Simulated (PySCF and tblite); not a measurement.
The numbers below are computed, except where a source is named.
System: C4H9NO, numbered as in [CH3:1][CH2:2][N:3]([CH3:4])[CH:5]=[O:6].

Geometries: PBE0-D3(BJ)/def2-SVP; energies: PBE0/pcSseg-1 + D3(BJ), IEF-PCM cyclohexane; zero-point and thermal terms from GFN2-xTB harmonic modes (soft modes blended into free rotors). Rate constants are transition-state-theory values, counting equivalent paths, without tunnelling. Run with tblite and PySCF.

Q: How high is the barrier to the rotation about the C2–N3 bond (torsion C1–C2–N3–C4 from 70° to -70°, falling), through which structure does it pass, and what rate follows at 298 K?

A: The electronic barrier is 4.3 kcal/mol and ΔG‡(298 K) 5.0 kcal/mol, over a Cs saddle with an imaginary mode of 110i cm⁻¹ (GFN2-xTB). With 1 equivalent path, k is 1.3×10⁹ s⁻¹, a mean lifetime of the start of 790 ps against this motion.
